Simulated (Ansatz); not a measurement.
Process, species as SMILES: P (PH3) → PH3+ (doublet, bonded as P) + e-
B3LYP-D3(BJ)/def2-TZVP geometries, fixed; electronic energies without zero-point terms.

Core correlation in the adiabatic ionisation energy at MP2 with Ansatz (a first-principles code), in eV: frozen core against 1s of Al to Cl frozen alone. Core-valence sets carry the plain set on hydrogen. Open shells are unrestricted.

```tsv
basis	functions, most	frozen core
cc-pV(D+d)Z	38	9.417
cc-pCVDZ	42	9.416
cc-pV(T+d)Z	81	9.641
cc-pCVTZ	101	9.644
cc-pwCVTZ	101	9.645
cc-pV(Q+d)Z	154	9.712
cc-pCVQZ	199	9.712
cc-pwCVQZ	199	9.714
```

Problem. How large is the core term in each set?

Solution. The largest core-valence set, cc-pwCVQZ, gives a core term of 0.048 eV; the valence set cc-pV(Q+d)Z, which lacks functions for the core, gives 0.041. By row: cc-pV(D+d)Z 0.034, cc-pCVDZ 0.023, cc-pV(T+d)Z 0.047, cc-pCVTZ 0.042, cc-pwCVTZ 0.046, cc-pV(Q+d)Z 0.041, cc-pCVQZ 0.047, cc-pwCVQZ 0.048.
